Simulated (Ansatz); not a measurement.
Ansatz (a program for electronic structure) input (PBE0/cc-pVTZ):

Ansatz 0.2 input:
```yaml
crystal:
  periodic: [false, false, false]
  atoms:
    - {symbol: O, position_ang: [0.00702152, 0.00134342, 0.11666744]}
    - {symbol: H, position_ang: [-0.04995842, 0.75929218, -0.47415850]}
    - {symbol: H, position_ang: [-0.00621371, -0.77003954, -0.45918106]}
basis:
  gaussian:
    orbitals: cc-pVTZ
hamiltonian:
  xc: {name: PBE0}
accuracy: high
magnetization: {spin_polarized: false}
```

Output:

```
Functional definition: PBE0
integrals: 0.03 GiB planned
924 factors; integrals over basis functions are off by at most 2.9e-9 eV
mean field: 0.13 GiB planned
mean field evaluation 1: about -2074.5220 eV, gradient 4.9e1 eV
mean field evaluation 2: about -2070.6199 eV, gradient 6.9e1 eV
mean field evaluation 4: about -2078.2518 eV, gradient 1.8e-1 eV
mean field evaluation 8: about -2078.2515 eV, gradient 2.2e-4 eV
mean field evaluation 16: about -2078.2515 eV, gradient 1.1e-8 eV
mean field -2078.25145845 eV, -76.3743324086 hartree, gradient 1.1e-8 eV, S^2 0.000000; 0 other end points of the search recorded, 0 dependent functions left out
reference -2078.25146001 eV, -76.3743324659 hartree; 5, 5 occupied and 53, 53 virtual orbitals, 924 factors
Total energy: -2078.25146001 eV, -76.3743324659 hartree
```
